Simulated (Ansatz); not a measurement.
A made-up structure of CH$_{3}$Mg, doublet:

```
5
angstrom
C -0.2352 -0.8575 0.1787
Mg 0.2962 1.0805 -0.2252
H -1.2367 -1.1959 0.4558
H 0.4376 -1.7182 0.1514
H 0.0921 -0.6543 1.1662
```

It is relaxed with PBE-D4/def2-SVP and then PBE0-D4/def2-TZVP (Ansatz 0.2.0). Atoms count as bonded within 1.22 times the sum of their covalent radii (H–H: 0.88 Å). The end point is not checked to be a true minimum.

Question: Does its bonding change? (Judge from chemistry; the calculation decides.)

Answer: By the calculation: No: no bond forms or breaks.

Where it ends: The first stage lowers the energy by 0.62 eV in 5 steps. It ends as CH₃Mg ([CH3][Mg]):
```xyz
5
angstrom
C -0.1663 -0.8403 0.4260
Mg 0.2403 1.0380 -0.4582
H -1.2233 -1.0984 0.3097
H 0.4345 -1.6243 -0.0451
H 0.0688 -0.8204 1.4945
```

Labels in which every atom is bracketed show which atoms are joined, not bond orders.

For scale, one of the runs: PBE0-D4/def2-TZVP relaxation, 81 basis functions, launched by `ansatz run in.yaml --threads 2 --pin off --events-out ev --progress --plain --max-ram 4352MiB`. Hardware: 2 CPU threads of an Arm Neoverse V1, shared host. Wall time about 6.5 s.
